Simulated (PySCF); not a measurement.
fluoroethene (C₂H₃F), SMILES C=CF. Geometry optimised at B3LYP-D3(BJ)/def2-TZVP.

TDA-LC-ωPBE/def2-SVPD run with PySCF puts the lowest singlet excitations at 8.06, 8.33, 8.76, 9.07, 9.43, 9.92 eV.

**Question.** What are the lowest excitation roots from ADC(2)/aug-cc-pVDZ in PySCF 2.14.0? (Estimate from the structure and the level; the computed values follow.)

**Answer.** 7.01, 7.63, 7.71, 7.94, 8.52, 8.59 eV. S1 differs by -1.05 eV (second minus first; roots are paired by order, and the bases may differ).
